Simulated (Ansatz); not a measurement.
## bcc Fe

All values below come from LDA (plane waves, PAW; Ansatz, a program for electronic structure).

Settings: plane-wave cutoff 520 eV, 32×32×32 k mesh, Fermi–Dirac smearing 0.045 eV (set by the program), spin-polarised with parallel moments, scalar-relativistic PAW data made under PBE.

Cell (relaxed at this level):

```
Fe
1.0
   -1.37514     1.37514     1.37514
    1.37514    -1.37514     1.37514
    1.37514     1.37514    -1.37514
Fe
1
Direct
  0.00000   0.00000   0.00000
```

```json
{
 "elastic constant C11": "363 GPa",
 "elastic constant C12": "197 GPa",
 "elastic constant C44": "155 GPa",
 "Voigt–Reuss–Hill bulk modulus": "252 GPa",
 "Voigt–Reuss–Hill shear modulus (Hill average)": "121 GPa",
 "young_modulus": "313 GPa",
 "poisson_ratio": "0.294"
}
```

Measured, for comparison: elastic constant C11 243 GPa (4 K, zero-point motion not removed, our sources range from 236 to 243; as tabulated in Sha and Cohen (2006), arXiv:cond-mat/0612308); elastic constant C12 138 GPa (4 K, zero-point motion not removed, our sources range from 134 to 138; as tabulated in Sha and Cohen (2006), arXiv:cond-mat/0612308); elastic constant C44 122 GPa (4 K, zero-point motion not removed; as tabulated in Sha and Cohen (2006), arXiv:cond-mat/0612308). Computed (rounded) less measured: elastic constant C11 +49 % (+49 % to +54 % over the range), elastic constant C12 +43 % (+43 % to +47 % over the range), elastic constant C44 +27 %.

Elastic constants are with the ions relaxed.

The computed numbers hold no vibrational or temperature effects.
